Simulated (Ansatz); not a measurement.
SiNH4 (SMILES [NH][SiH3]): the energy, rung by rung

SiNH4: 6 atoms, total charge 0, spin state doublet. As SMILES, `[NH][SiH3]`. The coordinates come from a PBE0-D4/def2-TZVP relaxation.

```xyz
6

N     0.5921   -0.8352    0.9095
Si   -0.2037    0.3476   -0.1100
H     0.9228   -1.6407    0.3727
H    -1.3106   -0.2823   -0.8855
H     0.7895    0.9118   -1.0689
H    -0.7481    1.4348    0.7362
```

Each level gives the energy change with the N1–Si2 bond stretched from 1.753 to 2.629 Å (eV). The values are calculated.

```tsv
level	kind	program	value (eV)	CPU time (all runs)
UPBE0/STO-3G	global hybrid	Ansatz	2.93	4.4 s
U-wB97M-V/STO-3G	range-separated hybrid	Ansatz	3.11	49 s
UB2PLYP/STO-3G	double hybrid	Ansatz	2.91	6.3 s
UMP2/STO-3G	perturbation theory	Ansatz	2.73	0.33 s
UCCSD(T)/STO-3G	coupled cluster or CI	Ansatz	?	0.59 s
UCCSDT(Q)/STO-3G	coupled cluster or CI	Ansatz	2.41	2.5 s
UCCSDT/STO-3G	coupled cluster or CI	Ansatz	2.41	1.9 s
UCCSDTQ/STO-3G	coupled cluster or CI	Ansatz	2.41	76 s
FCI/STO-3G	exact in the basis	Ansatz	2.41	11 s
```

**Question.** Estimate what the levels marked ? give.

**Answer.** As computed at these levels: UCCSD(T)/STO-3G: 2.44 eV. The first shape isn't each level's own minimum. The values span 2.41 to 3.11 eV. Spin contamination of the reference (⟨S²⟩ at least 0.1 too high) touches UPBE0/STO-3G, U-wB97M-V/STO-3G, UB2PLYP/STO-3G, UMP2/STO-3G, UCCSD(T)/STO-3G, UCCSDT(Q)/STO-3G, UCCSDT/STO-3G, UCCSDTQ/STO-3G. All rows use very small basis sets, so even the best lies far from the true value. CPU times are rough (shared hosts, several kinds of processor): they show what a rung costs within a factor of a few.
